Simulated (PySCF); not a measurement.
HO, SMILES `[OH]` (charge 0, multiplicity 2)

These are PySCF with PBE-D3(BJ)/def2-TZVP // CAM-B3LYP-D3(BJ)/def2-TZVP values and carry that method's errors.

| Quantity | Result |
|---|---|
| highest occupied spin orbital | -7.16 eV |
| dipole moment | 1.73 D |
| total energy | -2059.41 eV |
| cost | very roughly 4 core-seconds |

```xyz
2

O      0.4875     0.0000     0.0000
H     -0.4874     0.0000     0.0000
```
Charge 0, spin multiplicity 2.
